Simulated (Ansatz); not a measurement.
**BH₂Cl: basis-set convergence**

An exercise on one series of results from a longer session: the logs are not shown, and one member is left open.

Computed with Ansatz 0.2.0, Gaussian basis. Level: one geometry, several basis sets.

The runs, in order: PBE0-D4/def2-SVP; ωB97M-V/def2-SVP; PBE0-D4/def2-QZVPP; ωB97M-V/def2-QZVPP; CCSD(T)/cc-pV(D+d)Z; CCSD(T)/cc-pV(T+d)Z; CCSD(T)/cc-pV(Q+d)Z; the functionals' def2-TZVPP values are taken from earlier runs.

**The geometry**

An earlier PBE0-D4 in a triple-zeta def2 set relaxation fixed the geometry.

SMILES `BCl`, 4 atoms, charge 0, spin multiplicity 1.

Atoms are counted from 1 here; the program's logs count them from 0.

Bond lengths: B1–Cl2 1.733 Å, B1–H3 1.190 Å, B1–H4 1.190 Å. Angles: Cl2–B1–H3 118.1°, Cl2–B1–H4 118.1°, H3–B1–H4 123.8°.

Set-up of the first run:

in.yaml

```yaml
crystal:
  periodic: [false, false, false]
  atoms:
    - {symbol: B, position_ang: [-0.116737, 0.021680, -0.075281]}
    - {symbol: Cl, position_ang: [1.364994, -0.395289, 0.721178]}
    - {symbol: H, position_ang: [-1.106203, -0.559526, 0.240436]}
    - {symbol: H, position_ang: [-0.086554, 0.872834, -0.906634]}
basis:
  gaussian: {orbitals: def2-SVP}
hamiltonian: {xc: pbe0, dispersion: d4}
output: {orbitals: {seedname: orbitals}}
```

Among the steps run: PBE0-D4 in def2-SVP; ωB97M-V in def2-SVP; PBE0-D4 in def2-QZVPP; ωB97M-V in def2-QZVPP.

One table of the session follows, with a row left open; its other results are not shown here.

```
functional       basis  HOMO (eV)  LUMO (eV)
   PBE0-D4    def2-SVP      -8.53      -1.66
   PBE0-D4  def2-TZVPP          ?          ?
   PBE0-D4  def2-QZVPP      -8.67      -1.86
   ωB97M-V    def2-SVP     -10.76       0.48
   ωB97M-V  def2-TZVPP     -10.92       0.20
   ωB97M-V  def2-QZVPP     -10.95       0.11
```

Q: Estimate the row for PBE0-D4, def2-TZVPP from the others.

**Answer.** HOMO (eV): -8.65; LUMO (eV): -1.82. In the column «HOMO (eV)» it lies between PBE0-D4, def2-QZVPP (-8.67) and PBE0-D4, def2-SVP (-8.53).
